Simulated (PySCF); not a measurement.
Species: C2F3N.
InChI=1S/C2F3N/c3-2(4,5)1-6

Theory: PBE0/pcSseg-1 in PySCF (dipole) on a GFN2-xTB geometry, gas phase.

Take the most abundant isotopes and a rigid rotor. 

(1) Give the principal moments of inertia and the rotational constants in MHz.

(2) Classify the top.

(3) Where do the R-branch lines fall?

Answers

(1) Ia = 88.42, Ib = 171.81, Ic = 171.85 u·Å²; 505379 MHz·u·Å²/I gives A = 5716, B = 2942, C = 2941 MHz.

(2) A prolate symmetric top, as the point group C3v requires two equal moments; the computed ones differ by 0.02 % because the geometry is symmetric only within the optimiser's tolerance. Ray's parameter κ = (2B − A − C)/(A − C) = -1.000; −1 is the prolate and +1 the oblate limit.

(3) The dipole of 1.15 D lies along the symmetry axis, so ΔK = 0 and J+1 ← J falls at 2B(J+1) for every K: 5.88 GHz, 11.76 GHz, 17.65 GHz, 23.53 GHz, 29.41 GHz for J = 0 to 4.

Whether it is a minimum is left open (no frequencies). These are rigid-rotor constants of the computed structure; measured ground-state constants (B0) also hold zero-point vibration.
